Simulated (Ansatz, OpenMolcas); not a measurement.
C4H12N+ (tetramethylammonium): the highest harmonic wavenumber at each level's own minimum, rung by rung

C4H12N+, singlet, SMILES `C[N+](C)(C)C`. Each level relaxes the structure for itself.

Quantity: the highest harmonic wavenumber at each level's own minimum, in cm⁻¹. The values are calculated.

```
                             level                 kind     program  value (cm⁻¹)
                         HF/STO-3G         Hartree–Fock      Ansatz          3771
                          HF/3-21G         Hartree–Fock      Ansatz          3344
   HF/6-31G* (Cartesian functions)         Hartree–Fock  OpenMolcas          3371
B3LYP/6-31G* (Cartesian functions)        global hybrid      Ansatz          3201
  MP2/6-31G* (Cartesian functions)  perturbation theory      Ansatz          3260
```

Harmonic and unscaled. The values span 3201 to 3771 cm⁻¹. Without the sets that lack polarisation functions the rows with a basis span only 3201 to 3371 cm⁻¹.
